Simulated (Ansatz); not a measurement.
Pb3F2: from a trial structure to a relaxed crystal

Level of theory: Ansatz, DFT PBE, scalar-relativistic, plane waves, PAW. Cutoff 420 eV, Γ-centred k mesh, Gaussian smearing, no spin polarisation in the final step.

The start puts Pb3F2 on the anti-tetradymite structure type (R-3m, No. 166), with F in place of Bi, Pb in place of Te, at a guessed volume.

```
CELL_PARAMETERS angstrom
1.92969 1.11410 8.94507
-1.92969 1.11410 8.94507
0.00000 -2.22821 8.94507
ATOMIC_POSITIONS crystal
Pb 0.00000 0.00000 0.00000
Pb 0.20950 0.20950 0.20950
Pb 0.79050 0.79050 0.79050
F 0.40000 0.40000 0.40000
F 0.60000 0.60000 0.60000
```

Cell and atoms relax at zero pressure; the relaxation can't lower the symmetry of the start. After a coarse first stage the cell is made exact in the group found at 0.06 Å.

The zero of energy is the elements' standard structures at the same level (F₂ as a molecule); no fitted shifts are applied.

Task: Describe the relaxed structure.

Result: It keeps R-3m (No. 166), but not the shape of the type it started on. Conventional cell: a = 3.799 Å, c = 34.733 Å. Around Pb on Wyckoff site a (1 atom of the primitive cell) lie 6 F at 2.47 Å; around Pb on Wyckoff site c (2 atoms of the primitive cell) lie 3 Pb at 3.35 Å, 6 Pb at 3.80 Å and 3 F at 4.03 Å; F has 3 Pb at 2.47 Å.

```
Pb F
1.0
     1.89927    1.09654   11.57775
    -1.89927    1.09654   11.57775
     0.00000   -2.19309   11.57775
Pb F
3 2
Direct
  0.00000 0.00000 0.00000
  0.20312 0.20312 0.20312
  0.79688 0.79688 0.79688
  0.36623 0.36623 0.36623
  0.63377 0.63377 0.63377
```

Task: What are its volume, energy, density and gap?

Result: The volume per atom is 28.9 Å³ and the density is 7.6 g/cm³. The energy over the elements is -1.24 eV/atom and the gap on the 12×12×12 mesh is 0 eV (a metal).

The final run used a 12×12×12 mesh on its 5-atom cell and 0.10 eV smearing. For metals, differences of a few meV/atom aren't resolved. No dispersion correction is applied, so the spacing between layers, chains or molecules is poorly fixed, and with it the volume and density. Spin–orbit coupling is left out. A structure relaxed within its symmetry needn't be a true minimum.

Cost: 3 runs of about 15 core-minutes in all, on Arm Neoverse V1 (shared hosts).